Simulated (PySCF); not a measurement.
**Adding and removing an electron: NaLi**

BHandHLYP; Na aug-pcseg-1, Li aug-pcseg-1; no relativity (PySCF 2.14). Neutral (UKS): singlet (closed shell), Re = 2.899 Å, ωe = 257 cm⁻¹, De = 0.75 eV, HOMO -4.09 eV, LUMO -0.87 eV.

NaLi⁺ (UKS): doublet (σ ↑), Re = 3.361 Å, ωe = 181 cm⁻¹, De = 0.98 eV to Na⁺ + Li. The energies at the minima are -169.76736 hartree for NaLi and -169.58305 for NaLi⁺.

(1) Work out the adiabatic ionisation energy, without and with harmonic zero-point energies (1 hartree = 27.2114 eV, 1 eV = 8065.5 cm⁻¹), and the change of the bond length.

Closed-shell solutions of metal pairs were not tested for spin polarisation, which can lower them a little. For an ion De counts to the pair picked by the measured ionisation energies or electron affinities, which need not be the lowest pair at this level. States were picked by a PBE0 search and need not be the measured ground states.

## Answers

(1) At BHandHLYP: 0.18431 hartree = 5.015 eV between the minima; the zero-point term (181.0 − 257.0)/2 cm⁻¹ = -0.005 eV makes it 5.011 eV. Re changes by +46.2 pm against the neutral. Minus the HOMO energy is 4.09 eV, -0.93 eV from the value between the minima; self-interaction puts the Kohn–Sham level too high, less so with exact exchange. The electron leaves a σ orbital, and the longer bond of the ion fits a bonding orbital, or a change in how ionic the bond is.
